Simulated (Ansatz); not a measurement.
Corundum Cr2O3

These are HSE06 (PAW; Ansatz, an electronic-structure program) values and carry that method's errors.

Settings: plane-wave cutoff 500 eV, 6×6×6 k mesh, Fermi–Dirac smearing 0.05 eV, magnetic order afm+-+-, spin-polarised with opposed moments, scalar-relativistic PAW data made under PBE.

Cell: relaxed with r²SCAN: a = b = 4.9441 Å, c = 13.6414 Å, α = β = 90.00°, γ = 120.00°.

- magnetic moment (largest site, within a sphere): 2.42 μB
- band gap: 4.54 eV (on the SCF k mesh)

Measured, for comparison: band gap 3.3 ± 0.1 eV (temperature not stated, no zero-point or thermal correction, middle of the range; as tabulated in Medasani et al. (2019), arXiv:1904.04625). Computed (rounded) less measured: band gap +1.24 eV.

Note: exact exchange on metals is sensitive to the k mesh and can open a false gap; cell and atoms aren't relaxed at this level (largest force component 0.15 eV/Å, pressure -0.7 GPa).

Moments are spin moments.
